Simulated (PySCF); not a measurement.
SiH4, optimised at PBE/def2-SVP:

```xyz
5

Si    -0.0149     0.0093    -0.0167
H     -0.0155     0.6022    -1.3977
H     -0.0219    -1.4904    -0.1153
H      1.2161     0.4571     0.7203
H     -1.2382     0.4682     0.7261
```

Energies from PySCF (xtb for GFN2), thermal terms from the rigid-rotor harmonic-oscillator model, ideal gas at 1 bar. 6-31G* has spherical d functions here. All species are closed-shell singlets. B3LYP is the form with VWN-RPA correlation.

List the harmonic frequencies (cm⁻¹, unscaled) at this level and at the other levels, each on its own geometry.


- PBE/def2-SVP: 867, 867, 867, 938, 938, 2171, 2187, 2187, 2187
- B3LYP/6-31G*: 916, 916, 916, 974, 974, 2255, 2268, 2268, 2268
- GFN2-xTB: 792, 792, 792, 804, 804, 2293, 2293, 2293, 2294
- HF/6-31G*: 1016, 1016, 1016, 1051, 1051, 2382, 2382, 2382, 2390
- PBE0/def2-TZVP: 906, 906, 907, 968, 968, 2235, 2244, 2244, 2244
